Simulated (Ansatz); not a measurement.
HSiAl⁺, doublet: the ladder up to UCCSDT(Q)

Geometry: that of the HSiAl, singlet, kept fixed.

```xyz
3

Si    0.0000   -0.0660    1.2777
Al    0.0000    0.0144   -1.3676
H     0.0000    1.4550    1.0066
```

Basis cc-pVDZ; Ansatz 0.2.0. Correlated methods freeze the noble-gas cores, which leaves 7 electrons in 31 orbitals. R marks a restricted (for open shells ROHF) determinant, U an unrestricted one. Active spaces: valence = (7e, 9o) chosen from the atoms' valence shells.

Full CI isn't at hand for all of this; UCCSDT(Q) serves as the reference, and is uncertain by about the last step of the cluster series. The frozen core follows each run's orbitals, which can shift R against U totals by a few meV.

For open shells CISD is restricted-active-space CI with the open shells as a complete middle space.

The UHF ⟨S²⟩ is 0.838, the T1 diagnostic (RCCSD) is 0.0298 and the largest doubles amplitude (RCCSD) is 0.080. The T1 diagnostic (UCCSD) is 0.0258.

```json
{"level": "RMP2", "E − E(RHF) (eV)": "-2.9240"}
{"level": "UMP2", "E − E(RHF) (eV)": "-2.8831"}
{"level": "RCCSD", "E − E(RHF) (eV)": "-3.8746"}
{"level": "UCCSD", "E − E(RHF) (eV)": "-3.8837"}
{"level": "RCCSD(T)", "E − E(RHF) (eV)": "-3.9849"}
{"level": "UCCSD(T)", "E − E(RHF) (eV)": "-3.9845"}
```

(1) Estimate how far UCCSDT(Q) in cc-pVDZ lies from RCCSD(T). The table doesn't fix it; the size of (T) and the diagnostics are the guide.

(1) UCCSDT(Q) in cc-pVDZ lies 35 meV below RCCSD(T), which is 31 % of the (T) step (-110 meV). The diagnostics give no warning, yet the rest is a sizeable part of (T).

The other levels:

| level | E − E(UCCSDT(Q)) (meV) | share of correlation (%) | wall time |
| --- | --- | --- | --- |
| CISD | 408 | 89.85 | 1 s |
| BCCD(T) | 35 | 99.12 | 4 s |
| RCCSDT | 6 | 99.85 | – |
| UCCSDT | 5 | 99.87 | – |
| RCCSDT(Q) | 0 | 99.99 | 11 s |
| CASSCF (valence space) | 1963 | 51.15 | – |
| NEVPT2 (valence space) | 557 | 86.14 | 3.1 s |
| MRCISD (valence space) | 98 | 97.56 | – |
| MRCISD+Q (valence space) | -1 | 100.04 | 4.7 s |

The correlation energy at UCCSDT(Q), counted from RHF, is -4.020 eV. That run took 17 s on 1 thread of AMD EPYC 7B13, shared host.

Run but not shown, since their state, orbitals or frozen core can't be matched to the reference's or they repeat it: UHF.

Times hold each run's SCF and search for its determinant on a shared host, so for small cases they say little of a method's own cost; they ran on 1 thread of AMD EPYC 7B13. Some runs computed forces too.

Natural occupations of CASSCF (valence space) about the gap: 1.977 1.938 1.888 0.992 0.061 0.042 0.042 0.035 0.024; effectively unpaired electrons, Σ n²(2−n)², 1.10.
